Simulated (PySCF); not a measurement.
Theory: core-valence-separated Tamm–Dancoff BHandHLYP/aug-pcX-1 (pcseg-1 on H, def2-SVPD on S) in PySCF, non-relativistic, gas phase, PBE0-D3(BJ)/def2-SVP geometry. Absolute energies from this functional tend to lie a few eV below measured edges; no shift was applied.

Main lines of an unknown, eV (oscillator strength): C K: 283.4 (0.052), 283.6 (0.055), 283.7 (0.059), 285.5 (0.068), 285.7 (0.037); F K: 686.4 (0.024), 686.4 (0.009), 687.9 (0.014), 688.2 (0.003), 688.9 (0.005). Listed: the first five lines at most of each edge with a tenth or more of its strongest line's intensity; roots within 0.03 eV on the same or equivalent atoms are summed. Only the lowest roots were sought, and the top ones are left out.

Problem. Which candidate gives them?
A. `Fc1cccs1`
B. `c1cscc1F`
C. `F/C=C/C=C=S`

Solution. A. 

- `Fc1cccs1`: C K: 283.4 (0.052), 283.6 (0.055), 283.7 (0.059), 285.5 (0.068), 285.7 (0.037); F K: 686.4 (0.024), 686.4 (0.009), 687.9 (0.014), 688.2 (0.003), 688.9 (0.005). First C line listed at 283.4 eV, hole on the aromatic CH carbon (1s→π*); first F line listed at 686.4 eV, hole on the aryl fluorine.
- `F/C=C/C=C=S`: C K: 282.0 (0.079), 283.4 (0.051), 283.9 (0.049), 284.6 (0.067), 284.8 (0.066); F K: 685.6 (0.010), 686.2 (0.010), 686.6 (0.011), 687.5 (0.015), 687.9 (0.002). First C line listed at 282.0 eV, hole on the central carbon of cumulated double bonds; first F line listed at 685.6 eV, hole on the vinyl fluorine.
- `Fc1ccsc1`: C K: 283.4 (0.011), 283.4 (0.100), 283.7 (0.056), 285.5 (0.068), 285.8 (0.033); F K: 686.2 (0.022), 686.5 (0.006), 687.7 (0.014), 688.1 (0.003), 688.2 (0.003). First C line listed at 283.4 eV, hole on the aromatic CH carbon; first F line listed at 686.2 eV, hole on the aryl fluorine.

One conformer each; other structures than these candidates weren't tested.
